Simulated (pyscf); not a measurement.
`[OH][AsH2]` + `[SiH2]` [singlet] → `[O]=[AsH]` + `[SiH4]`, a concerted two-bond exchange (singlet surface; H–O, As–H broken, H–Si, H–Si formed). Single points on ωB97X-D3(BJ)/def2-SVP structures (PySCF, gas phase). MP2 and CC: frozen core, UHF for open shells. ΔMP2 is the change of the MP2 total energy from the triple- to the quadruple-zeta basis. Energies in kcal/mol from the separated reactants.

Small-basis levels: PySCF, no dispersion term, spherical d functions. 

In single points HF/3-21G puts the saddle at 33.4 kcal/mol and the reaction energy at +0.4 kcal/mol. Should these be trusted to within a few kcal/mol? Compare with CCSD(T)/def2-TZVPP + ΔMP2(QZVPP).

CCSD(T)/def2-TZVPP + ΔMP2(QZVPP) gives ΔE‡ = 6.5 kcal/mol and ΔE = -19.7 kcal/mol. HF/3-21G lies 26.9 kcal/mol over it in the barrier and 20.0 kcal/mol over it in the reaction energy, so on this step it does not hold to within 3.0 kcal/mol. CCSD(T)/def2-TZVPP + ΔMP2(QZVPP) has limits of its own. On the reactant side the descent ends in a bound adduct, 15.2 kcal/mol under the separated species and 18.7 kcal/mol under the saddle at ωB97X-D3(BJ)/def2-TZVP. At ωB97X-D3(BJ)/def2-TZVP the barrier from the zero used here is 3.5 kcal/mol. The same reactants have a lower exit, to HO–SiH₂–AsH₂ (barrier -15.2 kcal/mol at ωB97M-D3(BJ)/def2-TZVP, against +8.2 kcal/mol here). O=AsH lies 7.5 kcal/mol over its isomer HO–As: [triplet] (electronic energy, ωB97M-D3(BJ)/def2-TZVP). One saddle was located; it need not be the lowest between these sides. The CCSD(T) − MP2 part came from Ansatz, without density fitting, on the same reference. The frozen core leaves the outer d or s,p core shells of the metals and heavy elements correlated in the MP2 and CC values, and def2-TZVPP describes them poorly, which can shift differences by a few kcal/mol. In the def2 sets elements up to Kr have no core potential.
